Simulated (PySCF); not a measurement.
# input.py for Cl2

Input:

```python
from pyscf import gto, scf, cc

mol = gto.M(
    atom='Cl 0 0 0; Cl 0 0 1.746',
    basis='cc-pvdz',
    charge=0,
    spin=0,
    symmetry=True,
    verbose=4,
)
mf = scf.RHF(mol)
mf.kernel()
mycc = cc.CCSD(mf, frozen=10)
mycc.kernel()
mf.dip_moment()
print('orbital energies (hartree):', mf.mo_energy[..., max(0, mol.nelec[1]-3):mol.nelec[0]+3].round(4))
```

```bash
$ OMP_NUM_THREADS=1 python input.py
```

The log:

```
PySCF version 2.14.0

[INPUT] verbose = 4
[INPUT] num. atoms = 2
[INPUT] num. electrons = 34
[INPUT] charge = 0
[INPUT] spin (= nelec alpha-beta = 2S) = 0
[INPUT] symmetry True subgroup None
[INPUT] Mole.unit = angstrom
[INPUT] Symbol           X                Y                Z      unit          X                Y                Z       unit  Magmom
[INPUT]  1 Cl     0.000000000000   0.000000000000   0.000000000000 AA    0.000000000000   0.000000000000   0.000000000000 Bohr   0.0
[INPUT]  2 Cl     0.000000000000   0.000000000000   1.746000000000 AA    0.000000000000   0.000000000000   3.299461813491 Bohr   0.0

nuclear repulsion = 87.5900423573196
point group symmetry = Dooh
symmetry origin: [0.         0.         1.64973091]
symmetry axis x: [1. 0. 0.]
symmetry axis y: [0. 1. 0.]
symmetry axis z: [0. 0. 1.]
num. orbitals of irrep A1g = 8
num. orbitals of irrep E1gx = 4
num. orbitals of irrep E1gy = 4
num. orbitals of irrep A1u = 8
num. orbitals of irrep E1uy = 4
num. orbitals of irrep E1ux = 4
num. orbitals of irrep E2gx = 1
num. orbitals of irrep E2gy = 1
num. orbitals of irrep E2uy = 1
num. orbitals of irrep E2ux = 1
number of shells = 10
number of NR pGTOs = 82
number of NR cGTOs = 36
basis = cc-pvdz
ecp = {}

******** <class 'pyscf.scf.hf_symm.SymAdaptedRHF'> ********
method = SymAdaptedRHF
initial guess = minao
damping factor = 0
level_shift factor = 0
DIIS = <class 'pyscf.scf.diis.CDIIS'>
diis_start_cycle = 1
diis_space = 8
diis_damp = 0
SCF conv_tol = 1e-09
SCF conv_tol_grad = None
SCF max_cycles = 50
direct_scf = True
direct_scf_tol = 1e-13
Freeze 0 electrons in irreps []
    34 free electrons in irreps A1g E1gx E1gy A1u E1uy E1ux E2gx E2gy E2uy E2ux
Set gradient conv threshold to 3.16228e-05
Initial guess from minao.
init E= -919.563854892549
HOMO (E1gy) = -0.319442568873835  LUMO (A1u) = 0.0139460659537105  gap/eV = 9.07197
cycle= 1 E= -918.896164589701  delta_E= 0.668  |g|= 0.267  |ddm|= 1.56
HOMO (E1gy) = -0.434313467898674  LUMO (A1u) = 0.117951519445203  gap/eV = 15.02790
cycle= 2 E= -918.914561240045  delta_E= -0.0184  |g|= 0.102  |ddm|= 0.284
HOMO (E1gy) = -0.410361557675741  LUMO (A1u) = 0.143670017453143  gap/eV = 15.07597
cycle= 3 E= -918.917169775075  delta_E= -0.00261  |g|= 0.0159  |ddm|= 0.0854
HOMO (E1gy) = -0.412885019974674  LUMO (A1u) = 0.143313839427097  gap/eV = 15.13494
cycle= 4 E= -918.917303442886  delta_E= -0.000134  |g|= 0.00228  |ddm|= 0.0244
HOMO (E1gy) = -0.412627607554336  LUMO (A1u) = 0.143793873578675  gap/eV = 15.14100
cycle= 5 E= -918.917306390535  delta_E= -2.95e-06  |g|= 0.000258  |ddm|= 0.00346
HOMO (E1gy) = -0.412721828221791  LUMO (A1u) = 0.143706862781724  gap/eV = 15.14120
cycle= 6 E= -918.917306423152  delta_E= -3.26e-08  |g|= 2.96e-05  |ddm|= 0.000389
HOMO (E1gy) = -0.412714049047526  LUMO (A1u) = 0.143714885916115  gap/eV = 15.14120
cycle= 7 E= -918.917306423512  delta_E= -3.59e-10  |g|= 2.51e-06  |ddm|= 3.97e-05
HOMO (E1gy) = -0.412714536748758  LUMO (A1u) = 0.143714070930363  gap/eV = 15.14119
Extra cycle  E= -918.917306423515  delta_E= -2.96e-12  |g|= 7.14e-07  |ddm|= 4.29e-06
converged SCF energy = -918.917306423515

******** <class 'pyscf.cc.ccsd.CCSD'> ********
CC2 = 0
CCSD nocc = 7, nmo = 26
frozen orbitals 10
max_cycle = 50
direct = 0
conv_tol = 1e-07
conv_tol_normt = 1e-05
diis_space = 6
diis_start_cycle = 0
diis_start_energy_diff = 1e+09
Init t2, MP2 energy = -919.184710982426  E_corr(MP2) -0.267404558911476
Init E_corr(CCSD) = -0.267404558911668
cycle = 1  E_corr(CCSD) = -0.284457465318499  dE = -0.0170529064  norm(t1,t2) = 0.0319203
cycle = 2  E_corr(CCSD) = -0.288785591119374  dE = -0.0043281258  norm(t1,t2) = 0.0101347
cycle = 3  E_corr(CCSD) = -0.290235724317226  dE = -0.0014501332  norm(t1,t2) = 0.00364317
cycle = 4  E_corr(CCSD) = -0.290355235379425  dE = -0.000119511062  norm(t1,t2) = 0.000747145
cycle = 5  E_corr(CCSD) = -0.290305460271704  dE = 4.97751077e-05  norm(t1,t2) = 0.000265908
cycle = 6  E_corr(CCSD) = -0.290308396767387  dE = -2.93649568e-06  norm(t1,t2) = 5.74012e-05
cycle = 7  E_corr(CCSD) = -0.290308854554945  dE = -4.57787558e-07  norm(t1,t2) = 9.00266e-06
cycle = 8  E_corr(CCSD) = -0.290308831873418  dE = 2.26815271e-08  norm(t1,t2) = 2.02908e-06
CCSD converged
E(CCSD) = -919.2076152553881  E_corr = -0.2903088318734177
Dipole moment(X, Y, Z, Debye):  0.00000,  0.00000,  0.00000
orbital energies (hartree): [-0.6125 -0.4127 -0.4127  0.1437  0.5205  0.6787]
```

In short: E(SCF) = -918.917306 Eh, 7 cycles, E(CCSD) − E(SCF) = -0.29031 Eh, μz(SCF) = 0.00 D.

Hardware: Arm Neoverse V1, 1 thread, shared host. Wall time 0.96 s.

Stability towards an unrestricted solution was not tested. The bond length is a typed value, not an optimised one.
